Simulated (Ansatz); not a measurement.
[Br···H···NH], triplet: reading a ladder of total energies

Geometry: a point of a hydrogen-transfer path between rigid fragments, not a stationary point.

```json
{"atom": "Br", "x (Å)": "-1.8993", "y (Å)": "0.2511", "z (Å)": "0.0000"}
{"atom": "H", "x (Å)": "-0.2593", "y (Å)": "0.2511", "z (Å)": "0.0000"}
{"atom": "N", "x (Å)": "0.9447", "y (Å)": "0.2511", "z (Å)": "0.0000"}
{"atom": "H", "x (Å)": "1.2138", "y (Å)": "-0.7532", "z (Å)": "0.0000"}
```

Basis cc-pVDZ; Ansatz 0.2.0. Correlated methods freeze the noble-gas cores and the filled d shells of p-block atoms, which leaves 14 electrons in 36 orbitals. Prefix R: restricted or restricted open-shell reference; prefix U: unrestricted. No spin–orbit coupling is included, and no scalar relativity.

Full CI isn't at hand for all of this; UCCSDT(Q) serves as the reference, and is uncertain by about the last step of the cluster series.

Runs differ by some tens of microhartree through their thresholds and, for an open shell, their frozen cores, so steps under 0.03 kcal/mol mean nothing.

```json
{"level": "UHF", "total energy (hartree)": "-2627.905626"}
{"level": "UMP2", "total energy (hartree)": "-2628.154665"}
{"level": "UCCSD", "total energy (hartree)": "-2628.188669"}
{"level": "UCCSD(T)", "total energy (hartree)": "-2628.194569"}
{"level": "UCCSDT", "total energy (hartree)": "-2628.195415"}
{"level": "UCCSDT(Q)", "total energy (hartree)": "-2628.195974"}
```

Question: What is the correlation energy at UCCSDT(Q), and what share of it do UMP2 and UCCSD(T) recover?

Answer: E(corr) = -2628.195974 − (-2627.905626) = -0.290348 hartree = -7.901 eV. UMP2: -0.249039 / -0.290348 = 85.77 %. UCCSD(T): -0.288943 / -0.290348 = 99.52 %.

Question: By how many kcal/mol does UCCSD(T) miss UCCSDT(Q) (1 hartree = 627.509 kcal/mol), and which steps make up the rest?

Answer: -2628.194569 − (-2628.195974) = 0.001405 hartree = 0.88 kcal/mol. Steps: UCCSDT − UCCSD(T) = -0.53, UCCSDT(Q) − UCCSDT = -0.35 kcal/mol. Differences between like states or geometries often cancel part of this.
